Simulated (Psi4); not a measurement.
Psi4 input (wB97X-D/6-311+G**):

```
memory 1500 MB

molecule {
0 1
O     0.01545466    0.72381182   -0.07020381
O    -0.01124373   -0.72607760   -0.04190313
H     0.80569804    0.89668240    0.46138431
H    -0.83938551   -0.87855617    0.43547118
symmetry c1
no_reorient
no_com
}

set {
  basis 6-311+G**
  reference rks
  scf_type pk
  dft_radial_points 99
  dft_spherical_points 590
  e_convergence 1e-8
  d_convergence 1e-7
  maxiter 150
}

e = energy('wb97x-d')
print_out(f'\nFINAL {e:.10f} DIPOLE {variable("CURRENT DIPOLE")[0]:.6f} {variable("CURRENT DIPOLE")[1]:.6f} {variable("CURRENT DIPOLE")[2]:.6f}\n')
```

Output:

```
   => Loading Basis Set <=

    Name: 6-311+G**
    Role: ORBITAL
    Keyword: BASIS
    atoms 1-2 entry O          line   171 file 6-311pgss.gbs
    atoms 3-4 entry H          line    42 file 6-311pgss.gbs

   => WB97X-D: Empirical Dispersion <=

    Chai and Head-Gordon Dispersion Correction
    Chai, J.-D.; Head-Gordon, M. (2010), J. Chem. Phys., 132: 6615-6620

        s6 =       1.000000

         ---------------------------------------------------------
                                   SCF
               by Justin Turney, Rob Parrish, Andy Simmonett
                          and Daniel G. A. Smith
                              RKS Reference
         ---------------------------------------------------------

  ==> Geometry <==

    Molecular point group: c1
    Full point group: C1

    Geometry (in Angstrom), charge = 0, multiplicity = 1:

       Center              X                  Y                   Z               Mass
    ------------   -----------------  -----------------  -----------------  -----------------
         O            0.015454660000     0.723811820000    -0.070203810000    15.994914619570
         O           -0.011243730000    -0.726077600000    -0.041903130000    15.994914619570
         H            0.805698040000     0.896682400000     0.461384310000     1.007825032230
         H           -0.839385510000    -0.878556170000     0.435471180000     1.007825032230

  Running in c1 symmetry.

  Rotational constants: A =      9.95292  B =      0.88278  C =      0.85241 [cm^-1]
  Rotational constants: A = 298381.11602  B =  26465.02426  C =  25554.73105 [MHz]
  Nuclear repulsion =   36.807020699205268

  Charge       = 0
  Multiplicity = 1
  Electrons    = 18
  Nalpha       = 9
  Nbeta        = 9

  ==> Algorithm <==

  SCF Algorithm Type is PK.
  DIIS enabled.
  MOM disabled.
  Fractional occupation disabled.
  Guess Type is SAD.
  Energy threshold   = 1.00e-08
  Density threshold  = 1.00e-07
  Integral threshold = 1.00e-12

  ==> Primary Basis <==

  Basis Set: 6-311+G**
    Blend: 6-311+G**
    Number of shells: 28
    Number of basis functions: 56
    Number of Cartesian functions: 58
    Spherical Harmonics?: true
    Max angular momentum: 2

  ==> DFT Potential <==

   => LibXC <=

    Version 7.1.2
    S. Lehtola, C. Steigemann, M. J. T. Oliveira, and M. A. L. Marques,  SoftwareX 7, 1–5 (2018) (10.1016/j.softx.2017.11.002)

   => Composite Functional: WB97X-D <=

    wB97X-D Hyb-GGA Exchange-Correlation Functional

    J.-D. Chai and M. Head-Gordon,  Phys. Chem. Chem. Phys. 10, 6615–6620 (2008) (10.1039/B810189B)

    Deriv               =              1
    GGA                 =           TRUE
    Meta                =          FALSE

    Exchange Hybrid     =           TRUE
    MP2 Hybrid          =          FALSE

   => Exchange-Correlation Functionals <=

    1.0000   wB97X-D range-separated functional

   => Exact (HF) Exchange <=

    0.7780            HF,LR [omega = 0.2000]
    0.2220               HF

   => LibXC Density Thresholds  <==

    XC_HYB_GGA_XC_WB97X_D:  1.00E-14

   => Molecular Quadrature <=

    Radial Scheme          =       TREUTLER
    Pruning Scheme         =           NONE
    Nuclear Scheme         =       TREUTLER

    Blocking Scheme        =         OCTREE
    BS radius alpha        =              1
    Pruning alpha          =              1
    Radial Points          =             99
    Spherical Points       =            590
    Total Points           =         227036
    Total Blocks           =           1697
    Max Points             =            256
    Max Functions          =             56
    Weights Tolerance      =       1.00E-15

  ==> Integral Setup <==

  Using in-core PK algorithm.
   Calculation information:
      Number of atoms:                   4
      Number of AO shells:              28
      Number of primitives:             50
      Number of atomic orbitals:        58
      Number of basis functions:        56

      Integral cutoff                 1.00e-12
      Number of threads:                 1

  Performing in-core PK
  Using 3823218 doubles for integral storage.
  We computed 82517 shell quartets total.
  Whereas there are 82621 unique shell quartets.

  Computing range-separated integrals for PK
  We computed 82517 wK shell quartets total.
  Whereas there are 82621 wK unique shell quartets.

  ==> DiskJK: Disk-Based J/K Matrices <==

    J tasked:                  Yes
    K tasked:                  Yes
    wK tasked:                 Yes
    Omega:               2.000E-01
    Schwarz Cutoff:          1E-12


  Cached 100.0% of DFT collocation blocks in 0.331 [GiB].

  Minimum eigenvalue in the overlap matrix is 1.5123732013E-03.
  Reciprocal condition number of the overlap matrix is 2.5497872802E-04.
    Using symmetric orthogonalization.

  ==> Pre-Iterations <==

  SCF Guess: Superposition of Atomic Densities via on-the-fly atomic UHF (no occupation information).

   -------------------------
    Irrep   Nso     Nmo
   -------------------------
     A         56      56
   -------------------------
    Total      56      56
   -------------------------

  ==> Iterations <==

                        Total Energy        Delta E     RMS |[F,P]|

   @RKS iter SAD:  -150.94129601378017   -1.50941e+02   0.00000e+00
   @RKS iter   1:  -151.46037175501624   -5.19076e-01   8.62845e-03 DIIS/ADIIS
   @RKS iter   2:  -151.49240120921320   -3.20295e-02   7.53655e-03 DIIS/ADIIS
   @RKS iter   3:  -151.54859205349825   -5.61908e-02   7.14848e-04 DIIS/ADIIS
   @RKS iter   4:  -151.54909460275903   -5.02549e-04   1.10873e-04 DIIS/ADIIS
   @RKS iter   5:  -151.54912175696367   -2.71542e-05   1.40174e-05 DIIS
   @RKS iter   6:  -151.54912235176300   -5.94799e-07   3.38514e-06 DIIS
   @RKS iter   7:  -151.54912243344742   -8.16844e-08   1.26711e-06 DIIS
   @RKS iter   8:  -151.54912244562112   -1.21737e-08   2.81104e-07 DIIS
   @RKS iter   9:  -151.54912244639149   -7.70370e-10   7.80291e-08 DIIS
  Energy and wave function converged.

  ==> Post-Iterations <==

   Electrons on quadrature grid:
      Ntotal   =   17.9999999673 ; deviation = -3.272e-08

    Orbital Energies [Eh]
    ---------------------

    Doubly Occupied:

       1A    -19.317001     2A    -19.316947     3A     -1.236853
       4A     -1.011813     5A     -0.633799     6A     -0.595728
       7A     -0.521109     8A     -0.423522     9A     -0.380500

    Virtual:

      10A      0.072169    11A      0.109428    12A      0.161047
      13A      0.222529    14A      0.224507    15A      0.252435
      16A      0.264721    17A      0.269015    18A      0.279707
      19A      0.341789    20A      0.391031    21A      0.543146
      22A      0.555436    23A      1.012743    24A      1.036371
      25A      1.039070    26A      1.045033    27A      1.106111
      28A      1.141824    29A      1.349132    30A      1.355321
      31A      1.475661    32A      1.503100    33A      1.588707
      34A      1.681745    35A      2.050886    36A      2.086505
      37A      2.492107    38A      2.595407    39A      2.644268
      40A      2.714259    41A      2.828025    42A      3.158323
      43A      3.189744    44A      3.292361    45A      3.393545
      46A      3.703596    47A      3.824409    48A      3.950657
      49A      4.848752    50A      4.993793    51A      5.035816
      52A      5.413184    53A      5.556605    54A      5.717420
      55A     49.909257    56A     49.943062

    Final Occupation by Irrep:
              A
    DOCC [     9 ]
    NA   [     9 ]
    NB   [     9 ]

  @RKS Final Energy:  -151.54912244639149

   => Energetics <=

    Nuclear Repulsion Energy =             36.8070206992052675
    One-Electron Energy =                -281.3333437749582799
    Two-Electron Energy =                 105.4606585552962486
    DFT Exchange-Correlation Energy =     -12.4832251853322376
    Empirical Dispersion Energy =          -0.0002327406025248
    VV10 Nonlocal Energy =                  0.0000000000000000
    Total Energy =                       -151.5491224463914932

Computation Completed

Properties will be evaluated at   0.000000,   0.000000,   0.000000 [a0]

Properties computed using the SCF density matrix

 Multipole Moments:

 ------------------------------------------------------------------------------------
     Multipole            Electronic (a.u.)      Nuclear  (a.u.)        Total (a.u.)
 ------------------------------------------------------------------------------------

 L = 1.  Multiply by 2.5417464519 to convert [e a0] to [Debye]
 Dipole X            :         -0.0279550           -0.0000001           -0.0279550
 Dipole Y            :          0.0150418           -0.0000000            0.0150418
 Dipole Z            :          0.7442422           -0.0000001            0.7442422
 Magnitude           :                                                    0.7449189

 ------------------------------------------------------------------------------------

FINAL -151.5491224464 DIPOLE -0.027955 0.015042 0.744242

*** Psi4 exiting successfully. Buy a developer a beer!
```

The geometry given is a B3LYP-D3(BJ)/def2-TZVP minimum.
